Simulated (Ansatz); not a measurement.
`COCS` → `CS(C)=O`  (isomerisation)

Isolated molecules relaxed with PBE0-D4/def2-TZVP in Ansatz; ΔE leaves out vibrations. CCSD(T)/CBS adds triple-zeta CCSD(T) − MP2 to the extrapolated MP2 energy (def2 sets, frozen cores). This one scheme is used for every species. Functionals use def2-TZVPP. B3LYP here is the variant with VWN-RPA as its local correlation; programs differ in this. Each species was taken in one conformer, which may not be the lowest.

| level | ΔE (kcal/mol) | difference from CCSD(T)/CBS |
| --- | --- | --- |
| PBE-D4 | 0.8 | -2.2 |
| r2SCAN-D4 | 0.6 | -2.4 |
| PBE0-D4 | 3.0 | 0.0 |
| B3LYP-D4 | 4.0 | 1.0 |
| ωB97X-V | 4.8 | 1.8 |
| ωB97M-V | 4.7 | 1.7 |
| B2PLYP | 3.8 | 0.8 |
| PBE | 1.1 | -1.9 |
| r2SCAN | 0.6 | -2.4 |
| PBE0 | 3.2 | 0.2 |
| B3LYP | 4.4 | 1.4 |
| HF/def2-TZVPP | 10.6 | 7.6 |
| MP2/def2-TZVPP | 3.4 | 0.4 |
| SCS-MP2/def2-TZVPP | 5.0 | 2.0 |
| CCSD/def2-TZVPP | 7.9 | 4.9 |
| CCSD(T)/def2-TZVPP | 6.6 | 3.6 |
| HF/def2-QZVPP | 9.6 | 6.6 |
| MP2/def2-QZVPP | 1.0 | -2.0 |
| SCS-MP2/def2-QZVPP | 2.7 | -0.3 |
| HF/CBS(def2) | 9.4 | 6.4 |
| MP2/CBS(def2) | -0.2 | -3.2 |
| CCSD/CBS(def2) | 4.2 | 1.2 |
| CCSD(T)/CBS | 3.0 | 0 |

Largest T1 diagnostic among the species: 0.015.

From PBE to PBE0 (25 % exact exchange), in def2-TZVPP and without D4, ΔE moves by +2.1 kcal/mol. In def2-TZVPP, CCSD(T) changes the Hartree–Fock value by −4.0 kcal/mol (the triples alone add −1.2 kcal/mol) and MP2 by −7.2 kcal/mol.
